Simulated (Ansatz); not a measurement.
# AlPN (quartet): the correlation ladder, def2-QZVPP

The task here is to estimate one member of a computed series from the others.

Computed with Ansatz 0.2.0, Gaussian basis. Level: def2-QZVPP, core rule «outside noble gas», up to 11 orbitals frozen.

Plan: UHF; ROHF; CCSD(T) on UHF.

2 further runs of the same task are left out: 2 set aside as unsound or not needed.

## The system

The geometry is a PBE0/def2-TZVP stationary point (not a proven minimum) of the parent state, kept for this charge and spin.

3 atoms, charge 0, spin multiplicity 4.

Atoms are counted from 1 here; the program's logs count them from 0.

Bond lengths: Al1–N3 1.822 Å, P2–N3 1.528 Å. Angles: Al1–N3–P2 180.0°.

The first run:

Input file in.yaml:

```yaml
crystal:
  periodic: [false, false, false]
  atoms:
    - {symbol: Al, position_ang: [0.000000, 0.000000, 1.723793]}
    - {symbol: P, position_ang: [0.000000, 0.000000, -1.626028]}
    - {symbol: N, position_ang: [0.000000, 0.000000, -0.097765]}
basis:
  gaussian: {orbitals: "def2-QZVPP.json"}
magnetization: {spin_polarized: true, initial_magnetization: 3}
hamiltonian: {xc: hf}
output: {orbitals: {seedname: orbitals}}
```

On the command line:

```bash
$ ansatz run in.yaml --threads 1 --pin off --events-out ev --progress --plain --max-ram 2393MiB
```

Steps of the session up to this table: UHF; ROHF; CCSD(T) on UHF.

One table of the session follows, with a row left open; its other results are not shown here.

It belongs to the step «Misses and costs». 

| method | from UCCSD(T) (meV) |
| --- | --- |
| ROHF | +11716.0 |
| UMP2 | +1408.9 |
| UCCSD | ? |
| UCCSD(T) | 0 |

Q: Estimate the row for UCCSD from the others.

As computed: from UCCSD(T) (meV): +748.0. In the column «from UCCSD(T) (meV)» it lies between UCCSD(T) (0) and UMP2 (+1408.9).

Left out of the table: UHF (another determinant or state than the rows shown).

Caveats from the session: Warnings: spin contamination; coupled cluster took another determinant than the lowest.
